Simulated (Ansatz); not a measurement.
Start from `NC(O)(F)F` and change one atom or group to get `NC(O)(O)F`.

Ansatz, PBE0-D4/def2-TZVP geometries, multiplicity 1. Each molecule was computed in one conformer, which needn't be the lowest.

```
                                                                                  property  `NC(O)(F)F`
                                                      HOMO–LUMO gap (PBE0/def2-TZVPP) / eV         9.44
ideal-gas entropy at 298 K and 1 bar (rigid rotor, harmonic PBE0-D4/def2-TZVP) / J/(mol·K)          301
                                                       HOMO–LUMO gap (PBE/def2-TZVPP) / eV         6.93
                                                        LUMO energy (PBE0/def2-TZVPP) / eV         0.93
                                                       LUMO energy (B3LYP/def2-TZVPP) / eV         0.51
                                            zero-point energy (PBE0-D4/def2-TZVP) / kJ/mol        141.4
```

**Question.** What does the change do to each property? (An estimate is asked.)

**Answer.** Computed: 
```csv
property,`NC(O)(O)F`,shift
HOMO–LUMO gap (PBE0/def2-TZVPP) / eV,9.21,-0.23
"ideal-gas entropy at 298 K and 1 bar (rigid rotor, harmonic PBE0-D4/def2-TZVP) / J/(mol·K)",302,1
HOMO–LUMO gap (PBE/def2-TZVPP) / eV,6.71,-0.22
LUMO energy (PBE0/def2-TZVPP) / eV,0.93,0.00
LUMO energy (B3LYP/def2-TZVPP) / eV,0.52,0.01
zero-point energy (PBE0-D4/def2-TZVP) / kJ/mol,174.8,33.4
```

The zero-point energy changes by 33.4 kJ/mol with +3 modes.

B3LYP here is the variant with VWN-RPA as its local correlation; programs differ in this.
